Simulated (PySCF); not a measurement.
A PySCF script (with the pyscf-properties extension) for the NMR shieldings of [BClH3]- (SMILES [BH3-]Cl), on a PBE0-D3(BJ)/def2-SVP geometry:

```python
import basis_set_exchange as bse
import numpy as np
from pyscf import gto, dft
from pyscf.prop import nmr

atoms = """
B    -0.001301    0.001997   -0.156804
Cl    0.014639   -0.022575    1.786549
H     1.172904    0.012163   -0.552797
H    -0.597620    1.023779   -0.525576
H    -0.588622   -1.015374   -0.551373
"""
names = dict.fromkeys(["B", "Cl", "H"], "pcSseg-1")
basis = {el: gto.basis.parse(bse.get_basis(n, elements=[el], fmt="nwchem")) for el, n in names.items()}
mol = gto.M(atom=atoms, basis=basis, charge=-1, verbose=0)
mf = dft.RKS(mol, xc="PBE0")
mf.grids.level = 2
mf.grids.alignment = dft.numint.BLKSIZE   # the property module wants whole blocks of grid points
mf.conv_tol = 1e-9
mf.kernel()

calc = nmr.RKS(mf)   # GIAO
C = mf.mo_coeff
Co = C[:, mf.mo_occ > 0]
resp = mf.gen_response(singlet=True, hermi=2)
def vind(x):   # induced exchange potential for any number of trial vectors
    d = np.einsum("pi,xij,qj->xpq", C, 2 * x.reshape(-1, C.shape[1], Co.shape[1]), Co, optimize=True)
    return np.einsum("xpq,pi,qj->xij", resp(d - d.transpose(0, 2, 1)), C, Co, optimize=True).ravel()
mo1, _ = nmr.rhf.solve_mo1(calc, with_cphf=vind)
sigma = calc.kernel(mo1)
for i, s in enumerate(sigma):   # ppm
    print("%2d %-2s %9.2f" % (i, mol.atom_pure_symbol(i), np.trace(s) / 3))
```

Q: What are the results?

A: 
```
 0 B     121.17
 1 Cl   1117.80
 2 H      28.81
 3 H      28.81
 4 H      28.81
```

These numbers come from an equivalent density-fitted implementation of the same equations, which agrees with the script to about 0.01 ppm for H and up to a few tenths of a ppm for heavy atoms, so last digits may differ.

Q: Turn these shieldings into chemical shifts. Chemical shifts δ = σref − σ; ¹¹B (σ = 100.73 ppm) vs BF3·OEt2; ³⁵Cl (σ = 943.27 ppm) vs HCl; TMS for ¹H (σ = 31.27 ppm), all at this level.

A: Averaging equivalent atoms: B 0: -20.4; Cl 1: -175; H 2/3/4: 2.45 ppm. 

Size and cost of the density-fitted run: 56 basis functions, 1.9 s wall time on 1 thread of an Arm Neoverse V1, shared host.
